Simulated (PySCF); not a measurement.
**Spin-Hamiltonian simulation**

Molecule: SMILES C=CC=C1C=C1, C6H6.

Molfile (atoms numbered from 1):
```
C6H6
     RDKit          3D

 12 12  0  0  0  0  0  0  0  0999 V2000
   -2.5395    0.0811    0.3429 C   0  0  0  0  0  0  0  0  0  0  0  0
   -1.2471    0.3913    0.3537 C   0  0  0  0  0  0  0  0  0  0  0  0
   -0.1779   -0.5803    0.3164 C   0  0  0  0  0  0  0  0  0  0  0  0
    1.1001   -0.2427    0.3291 C   0  0  0  0  0  0  0  0  0  0  0  0
    2.5158   -0.5466    0.3176 C   0  0  0  0  0  0  0  0  0  0  0  0
    2.1718    0.7321    0.3671 C   0  0  0  0  0  0  0  0  0  0  0  0
   -3.3078    0.8343    0.3722 H   0  0  0  0  0  0  0  0  0  0  0  0
   -2.8729   -0.9430    0.3029 H   0  0  0  0  0  0  0  0  0  0  0  0
   -0.9387    1.4286    0.3944 H   0  0  0  0  0  0  0  0  0  0  0  0
   -0.4552   -1.6251    0.2750 H   0  0  0  0  0  0  0  0  0  0  0  0
    3.2829   -1.2824    0.2893 H   0  0  0  0  0  0  0  0  0  0  0  0
    2.4698    1.7521    0.4064 H   0  0  0  0  0  0  0  0  0  0  0  0
  1  2  2  0
  2  3  1  0
  3  4  2  3
  4  5  1  0
  5  6  2  0
  6  4  1  0
  1  7  1  0
  1  8  1  0
  2  9  1  0
  3 10  1  0
  5 11  1  0
  6 12  1  0
M  END
```

[PySCF 2.14.0 with density-fitted response routines: J: B3LYP/pcJ-1 (without the spin–dipole term); σ from GIAO-PBE0/pcSseg-1; coordinates at the GFN2-xTB level; single conformer; in vacuum; no relativistic terms]

References, each an isolated molecule treated in the same way: TMS for ¹H.

Shifts (ppm): H7 4.89, H8 5.06, H9 6.56, H10 5.44, H11 8.26, H12 8.49.
Couplings (Hz): H7–H8: 0.4; H7–H9: 11.5; H7–H10: -0.8; H7–H12: 0.3; H8–H9: 17.5; H8–H10: -0.7; H8–H12: 0.2; H9–H10: 10.7; H9–H11: -0.2; H10–H11: 2.5; H10–H12: 1.8; H11–H12: 2.0.

The 6-spin Hamiltonian (Zeeman plus full scalar coupling among like nuclei) was diagonalised exactly; lines are Lorentzian, 0.7 Hz wide, and the maxima above 3 % are listed with the tallest set to 100.

Task: Give the ¹H peak list of this spin system at 100 MHz.

Result: 
```json
{"Hz": "851.0", "ppm": "8.510", "height": "50"}
{"Hz": "849.1", "ppm": "8.491", "height": "100"}
{"Hz": "847.2", "ppm": "8.472", "height": "59"}
{"Hz": "828.2", "ppm": "8.282", "height": "64"}
{"Hz": "825.9", "ppm": "8.258", "height": "86"}
{"Hz": "823.8", "ppm": "8.238", "height": "55"}
{"Hz": "676.8", "ppm": "6.768", "height": "21"}
{"Hz": "666.1", "ppm": "6.661", "height": "30"}
{"Hz": "665.4", "ppm": "6.654", "height": "29"}
{"Hz": "659.2", "ppm": "6.593", "height": "27"}
{"Hz": "654.7", "ppm": "6.547", "height": "29"}
{"Hz": "648.6", "ppm": "6.486", "height": "38"}
{"Hz": "647.9", "ppm": "6.479", "height": "36"}
{"Hz": "637.2", "ppm": "6.372", "height": "37"}
{"Hz": "551.2", "ppm": "5.512", "height": "22"}
{"Hz": "550.1", "ppm": "5.501", "height": "21"}
{"Hz": "549.4", "ppm": "5.494", "height": "34"}
{"Hz": "548.8", "ppm": "5.487", "height": "34"}
{"Hz": "548.1", "ppm": "5.481", "height": "21"}
{"Hz": "547.0", "ppm": "5.470", "height": "22"}
{"Hz": "540.6", "ppm": "5.406", "height": "19"}
{"Hz": "539.8", "ppm": "5.398", "height": "17"}
{"Hz": "539.5", "ppm": "5.395", "height": "17"}
{"Hz": "538.8", "ppm": "5.388", "height": "28"}
{"Hz": "538.1", "ppm": "5.381", "height": "28"}
{"Hz": "537.4", "ppm": "5.374", "height": "18"}
{"Hz": "536.3", "ppm": "5.363", "height": "18"}
{"Hz": "535.7", "ppm": "5.357", "height": "12"}
{"Hz": "514.2", "ppm": "5.142", "height": "81"}
{"Hz": "496.8", "ppm": "4.968", "height": "68"}
{"Hz": "494.5", "ppm": "4.945", "height": "71"}
{"Hz": "483.1", "ppm": "4.830", "height": "59"}
```

Task: And at 600 MHz?

Result: 
Hz from δ = 0 (height): 5095.9 (54), 5094.0 (100), 5092.1 (55), 4958.2 (60), 4956.0 (84), 4953.8 (59), 3956.0 (27), 3945.2 (33), 3944.6 (33), 3938.5 (28), 3933.8 (29), 3927.8 (34), 3927.1 (34), 3916.3 (29), 3272.1 (12), 3271.5 (20), 3270.5 (20), 3269.7 (31), 3269.0 (31), 3268.2 (20), 3267.2 (20), 3266.5 (13), 3261.4 (12), 3260.8 (20), 3259.8 (20), 3259.0 (30), 3258.2 (30), 3257.5 (20), 3256.5 (20), 3255.8 (12), 3044.7 (69), 3027.2 (67), 2939.7 (62), 2928.2 (61)

Task: Among coupled protons with different shifts, which pair is furthest from first order, and how does the field change that?

Result: H8 and H9: Δν/J is about 8.6 at 100 MHz (intermediate, with clear roofing) and 51.4 at 600 MHz (close to first order). J in Hz doesn't depend on the field, while Δν in Hz grows in proportion to it.

Unscaled 3J(H,H) at this level run about 10 % above measured values.
